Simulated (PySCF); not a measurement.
Species, as SMILES: ClB(Cl)Cl.
Geometry (B3LYP-D3(BJ)/def2-TZVP, fixed):
```xyz
4

B      0.0000     0.0000     0.0000
Cl     0.0051     1.7450    -0.0247
Cl     1.5085    -0.8773    -0.0189
Cl    -1.5136    -0.8677     0.0437
```

Basis-set convergence of the mean static polarisability at PBE with PySCF. All functions are spherical. Density fitting with generated auxiliary sets. No added dispersion term, no relativity. Reference: the value in aug-pcseg-2, 58.23 bohr³. Deviations are taken from unrounded values. Cost is core time over that of 6-311+G**, rough, on shared machines of one kind; a dash marks a row that isn't timed (too short, read off another run, short of memory, by another algorithm or on other hardware).

```tsv
basis	functions	mean static polarisability (bohr³)	minus reference (%)	cost
6-31G	48	38.05	-34.7	-
pcseg-0	48	32.40	-44.4	-
6-311+G**	112	48.54	-16.6	1×
aug-cc-pV(D+d)Z	119	56.88	-2.3	1×
cc-pV(T+d)Z	147	49.97	-14.2	2×
def2-TZVPP	157	50.51	-13.3	2×
6-311++G(3df,3pd)	180	57.40	-1.4	2×
jun-cc-pV(T+d)Z	183	58.20	-0.1	3×
aug-pcseg-2	196	58.23	0.0	2×
aug-cc-pV(T+d)Z	211	58.25	0.0	3×
cc-pV(Q+d)Z	247	54.71	-6.1	4×
def2-QZVPP	267	55.28	-5.1	4×
def2-QZVPPD	300	58.61	0.6	6×
```

The smallest set listed that lies within 1 % of the reference with all its larger relatives (same family, alike in diffuse functions; a set with none counts only in the reference's own line) is jun-cc-pV(T+d)Z (183 functions, 3× in cost, -0.1 % off). Inside, with no larger relative to test it: def2-QZVPPD.
